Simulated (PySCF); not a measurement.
# Cl: ionisation energy

Cl [Ne] 3s2 3p5 [3p1/2^2 3p3/2^3, M_J = 3/2] → Cl⁺ [Ne] 3s2 3p4 [3p1/2^2 3p3/2^2, M_J = 2], as a difference of total energies. All numbers are calculated (PySCF 2.14, the two-component X2C-1e Hamiltonian, in x2c-QZVPPall-2c (9s7p4d2f1g, 73 functions)). Correlated levels: [Ne] frozen; the 10 highest virtual spinors dropped. "Screened" scales the spin-orbit matrix elements by Boettger's factors to mimic the two-electron term; Breit and QED terms are absent.

| method | ionisation energy (eV) | error (eV) |
| --- | --- | --- |
| GHF (spin-free) | 11.757 | -1.211 |
| GMP2 (spin-free) | 12.821 | -0.147 |
| GHF (screened spin-orbit) | 11.749 | -1.219 |
| GMP2 (screened spin-orbit) | 12.814 | -0.154 |

Reference: 12.968 eV (measured; NIST Atomic Spectra Database, ionization energies).

Errors of the correlated levels include the incompleteness of this basis and the frozen core.

The labels give the starting determinants; with spin-orbit coupling the two ends relaxed to ⟨J²⟩ = 3.76, ⟨L²⟩ = 2.01, ⟨S²⟩ = 0.75 and ⟨J²⟩ = 6.02, ⟨L²⟩ = 2.02, ⟨S²⟩ = 2.00.
